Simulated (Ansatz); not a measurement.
**CH2ClF (SMILES FCCl): one structure at several levels**

Aim: energy, forces and dipole at a structure displaced at random from a GFN2-xTB minimum, from CCSD(T) and from density functionals.

The runs use Ansatz 0.2.0, Gaussian basis; single points in def2-TZVPP.

Cores are frozen in the correlated methods. B3LYP uses VWN-RPA correlation.

## Step 1: Where the work starts

5 atoms, charge 0, spin multiplicity 1.

Atoms are counted from 1 here; the program's logs count them from 0.

Bond lengths: F1–C2 1.313 Å, C2–Cl3 1.791 Å, C2–H4 1.121 Å, C2–H5 1.168 Å. Angles: F1–C2–Cl3 111.7°, F1–C2–H4 114.7°, F1–C2–H5 108.0°, Cl3–C2–H4 108.3°, Cl3–C2–H5 105.9°, H4–C2–H5 107.7°.

As a file:

```mol
CH2ClF
  3D, bonds by distance, orders not assigned

  5  4  0  0  0  0  0  0  0  0999 V2000
   -0.9378    0.5521    0.7397 F   0  0
    0.0839    0.0678    0.0715 C   0  0
   -0.4127   -1.2515   -1.0339 Cl  0  0
    0.9264   -0.3055    0.7106 H   0  0
    0.5048    0.9168   -0.6115 H   0  0
  1  2  8  0
  2  3  8  0
  2  4  8  0
  2  5  8  0
M  END
```

## Step 2: CCSD(T)/def2-TZVPP

File run/in.yaml:

```yaml
crystal:
  periodic: [false, false, false]
  atoms:
    - {symbol: F, position_ang: [-0.937800, 0.552100, 0.739700]}
    - {symbol: C, position_ang: [0.083900, 0.067800, 0.071500]}
    - {symbol: Cl, position_ang: [-0.412700, -1.251500, -1.033900]}
    - {symbol: H, position_ang: [0.926400, -0.305500, 0.710600]}
    - {symbol: H, position_ang: [0.504800, 0.916800, -0.611500]}
basis:
  gaussian: {orbitals: def2-TZVPP}
correlation: {method: ccsd_t}
output: {forces: true}
```

No record of the launch command was kept for these runs.

## Step 3: PBE0-D4/def2-TZVPP

run/in.yaml: that of step 2 with these lines changed.

```diff
@@ -10,3 +10,3 @@
   gaussian: {orbitals: def2-TZVPP}
-correlation: {method: ccsd_t}
-output: {forces: true}
+hamiltonian: {xc: pbe0, dispersion: d4}
+output: {forces: true, orbitals: {seedname: orbitals}}
```

## Step 4: wB97M-V/def2-TZVPP

run/in.yaml: that of step 3 with these lines changed.

```diff
@@ -10,3 +10,3 @@
   gaussian: {orbitals: def2-TZVPP}
-hamiltonian: {xc: pbe0, dispersion: d4}
-output: {forces: true, orbitals: {seedname: orbitals}}
+hamiltonian: {xc: {name: wB97M-V}}
+output: {forces: true}
```

## Step 5: r2SCAN-D4/def2-TZVPP

run/in.yaml: that of step 4 with these lines changed.

```diff
@@ -10,3 +10,3 @@
   gaussian: {orbitals: def2-TZVPP}
-hamiltonian: {xc: {name: wB97M-V}}
+hamiltonian: {xc: r2scan, dispersion: d4}
 output: {forces: true}
```

## Step 6: PBE-D4/def2-TZVPP

run/in.yaml: that of step 5 with these lines changed.

```diff
@@ -10,3 +10,3 @@
   gaussian: {orbitals: def2-TZVPP}
-hamiltonian: {xc: r2scan, dispersion: d4}
+hamiltonian: {xc: pbe, dispersion: d4}
 output: {forces: true}
```

## Step 7: SPW92/def2-TZVPP

run/in.yaml: that of step 6 with these lines changed.

```diff
@@ -10,3 +10,3 @@
   gaussian: {orbitals: def2-TZVPP}
-hamiltonian: {xc: pbe, dispersion: d4}
+hamiltonian: {xc: lda}
 output: {forces: true}
```

## Step 8: B3LYP-D4/def2-TZVPP

run/in.yaml: that of step 7 with these lines changed.

```diff
@@ -10,3 +10,3 @@
   gaussian: {orbitals: def2-TZVPP}
-hamiltonian: {xc: lda}
+hamiltonian: {xc: {name: B3LYP}, dispersion: d4}
 output: {forces: true}
```

(Steps that only read results are left out.)

Before running it: what results should come out? Wanted: energy less free atoms, CCSD(T)/def2-TZVPP; RMS force component; RMS force error; HOMO and LUMO, PBE0-D4; T1 diagnostic.

As calculated:

| quantity | value |
| --- | --- |
| energy less free atoms, CCSD(T)/def2-TZVPP | -1617.2 kJ/mol |
| RMS force component | 0.959 to 1.253 eV/Å over the methods |
| RMS force error | PBE0-D4 0.156, wB97M-V 0.030, r2SCAN-D4 0.083, PBE-D4 0.194, SPW92 0.345, B3LYP-D4 0.080 eV/Å |
| HOMO and LUMO, PBE0-D4 | -8.67 and 0.53 eV |
| T1 diagnostic | 0.010 |

**Reading.** Against CCSD(T) the functionals' energies less atoms differ by -353.7 to -39.3 kJ/mol, PBE-D4 by -108.3 kJ/mol. The reference is not at the basis limit: in triple zeta CCSD(T) underbinds, which counts against methods that bind more; the gaps are no ranking. For forces wB97M-V does best and SPW92 worst. Frozen-core CCSD(T) forces in triple zeta carry basis errors of their own, and this is one geometry, so small gaps rank nothing.
